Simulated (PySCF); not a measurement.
Mapped SMILES: `[CH3:1][n:2]1[cH:3][n:4][cH:5][n:6]1` (H(Xn): hydrogen on atom n).

Geometry: PBE0-D3(BJ)/def2-SVP; GIAO shifts from PySCF 2.14.0 with density-fitted response routines, gas phase, non-relativistic, averaged over equivalent atoms.

At PBE0/aug-cc-pVDZ (183 basis functions, 16 s wall time on 1 thread of an Arm Neoverse V1, shared host):
```json
{"atoms": "C5", "δ (ppm)": "150.7"}
{"atoms": "C3", "δ (ppm)": "141.4"}
{"atoms": "C1", "δ (ppm)": "35.0"}
{"atoms": "N6", "δ (ppm)": "304.8"}
{"atoms": "N4", "δ (ppm)": "268.4"}
{"atoms": "N2", "δ (ppm)": "215.8"}
{"atoms": "H(C5)", "δ (ppm)": "7.99"}
{"atoms": "H(C3)", "δ (ppm)": "7.87"}
{"atoms": "H(C1)", "δ (ppm)": "3.83"}
```

Shifts are taken against calculated references (same method and geometry level): TMS for $^{13}$C (σref 195.12), $^{1}$H (σref 31.39); $^{15}$N (σref 269.84) vs NH3.

Q: Predict the values at PBE0/IGLO-III on the same geometry.

A: 
```csv
atoms,δ at PBE0/IGLO-III,change
C5,160.6,+9.9
C3,149.4,+8.0
C1,36.6,+1.6
N6,330.4,+25.6
N4,289.5,+21.1
N2,232.4,+16.6
H(C5),7.87,-0.12
H(C3),7.78,-0.09
H(C1),3.74,-0.09
```

Shifts are taken against calculated references (same method and geometry level): TMS for $^{13}$C (183.78 ppm) and $^{1}$H (31.37 ppm); NH3 for $^{15}$N (260.55 ppm).

The largest change is at N6 (pyridine-type nitrogen of an azole). Cost: 260 basis functions, 24 s wall time on 1 thread of an Arm Neoverse V1, shared host. The order of the carbon signals is the same at both levels.

Experimental scales use liquid or dissolved standards, which lie at an offset from isolated NH3 (liquid NH3: subtract about 20 ppm). Unscaled 15N shifts of sp2 nitrogen come out 20 to 40 ppm too high even then.
